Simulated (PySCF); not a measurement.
**Energy of Mg (magnesium, neutral) between two integer charges**

The 3s beta orbital of [Ne] 3s2 is emptied in steps (occupation f), with all orbitals relaxed, ending at [Ne] 3s1. All numbers are calculated (PySCF 2.14, the non-relativistic Hamiltonian (point nucleus), in def2-TZVP). The exact energy is a straight line in f; departures are measured from the line between the end points of the same method.

```
  f  UHF (eV)  LDA (eV)  PBE (eV)  PBE0 (eV)  r2SCAN (eV)  BHandHLYP (eV)  CAM-B3LYP (eV)
  1     0.000     0.000     0.000      0.000        0.000           0.000           0.000
0.9     0.024    -0.267    -0.265     -0.192       -0.229          -0.140          -0.112
0.7     0.051    -0.626    -0.620     -0.450       -0.527          -0.333          -0.268
0.5     0.056    -0.746    -0.741     -0.536       -0.613          -0.405          -0.328
0.3     0.044    -0.625    -0.623     -0.449       -0.501          -0.349          -0.286
0.1     0.018    -0.266    -0.261     -0.187       -0.214          -0.153          -0.129
  0     0.000     0.000     0.000      0.000        0.000           0.000           0.000
```

```tsv
method	E(f=0) − E(f=1) (eV)	−ε at f=1 (eV)	−ε at f=0.5 (eV)
UHF	6.611	6.884	6.590
LDA	7.737	4.773	7.739
PBE	7.633	4.700	7.624
PBE0	7.558	5.425	7.559
r2SCAN	7.366	4.812	7.443
BHandHLYP	7.567	6.021	7.522
CAM-B3LYP	7.721	6.485	7.672
```

Orbital energy along the path (eV):

| f | UHF | LDA | PBE | PBE0 | r2SCAN | BHandHLYP | CAM-B3LYP |
| --- | --- | --- | --- | --- | --- | --- | --- |
| 1 | -6.884 | -4.773 | -4.700 | -5.425 | -4.812 | -6.021 | -6.485 |
| 0.9 | -6.811 | -5.354 | -5.273 | -5.846 | -5.343 | -6.308 | -6.710 |
| 0.7 | -6.688 | -6.538 | -6.439 | -6.698 | -6.410 | -6.901 | -7.178 |
| 0.5 | -6.590 | -7.739 | -7.624 | -7.559 | -7.443 | -7.522 | -7.672 |
| 0.3 | -6.512 | -8.938 | -8.827 | -8.428 | -8.387 | -8.186 | -8.207 |
| 0.1 | -6.449 | -10.120 | -10.055 | -9.307 | -9.243 | -8.918 | -8.827 |
| 0 | -6.422 | -10.603 | -9.895 | -9.062 | -9.442 | -9.189 | -9.156 |

As f goes to zero the orbital energy of a semilocal functional can turn back, because the density of that orbital vanishes from the exchange-correlation potential.

Reference removal energy between the ground levels: 7.646 eV (measured; NIST Atomic Spectra Database, ionization energies). UHF lacks correlation.
